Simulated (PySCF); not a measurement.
These are PySCF with PBE-D3(BJ)/def2-TZVP // r2SCAN-D4/def2-TZVP values and carry that method's errors. All species are isolated molecules in the gas phase. One relaxed conformer stands for a flexible species; it need not be the lowest. Excitations are Tamm–Dancoff values on a coarser integration grid. The basis has no diffuse functions, so Rydberg states are missing or too high.

Reference species (SMILES): `FB(F)F` (neutral, multiplicity 1).

```
Item                   Result
-------------------  --------
HOMO–LUMO gap         9.62 eV
T1 excitation (TDA)   9.46 eV
LUMO                 -0.37 eV
```

After one change: the HOMO–LUMO gap falls by 1.23 eV; the T1 excitation (TDA) drops by 1.29 eV; the LUMO falls by 0.14 eV.

### Question
What was changed between the two runs? The new species is one of these.
A) `OB(O)F` (H–O–B–F torsion 0°, F–B–O–H torsion 0°)
B) `OB(O)O`
C) `OB(F)F` (H–O–B–F torsion 180°)

### Answer
C, `OB(F)F` (H–O–B–F torsion 180°)
